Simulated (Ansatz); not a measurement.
Basis-set extrapolation for C₂N₂S, SMILES `N#CSC#N` (PBE0-D4/def2-TZVP geometry, frozen core, the Gaussian-basis code of Ansatz). Multiplicity 1, RHF reference.

```tsv
	cc-pV(T+d)Z	cc-pV(Q+d)Z
HF	-582.190552	-582.206408
MP2 correlation	-0.839395	-0.897315
CCSD(T) correlation	-0.894393	-0.947398
```

Energies in hartree. Use E(X) = E(∞) + A·exp(−5.46·√X) for Hartree–Fock and E(X) = E(∞) + B·X^(−3.05) for correlation, with X = 3 and 4.

Q: What is the CCSD(T) energy at the basis-set limit?

A: HF limit: -582.206408 + (-0.015856) × 0.30130 = -582.21119. Correlation limit: -0.947398 + (-0.053005) × 0.71189 = -0.98513. Total: -583.19632 hartree, 3.03 eV below CCSD(T)/cc-pV(T+d)Z.
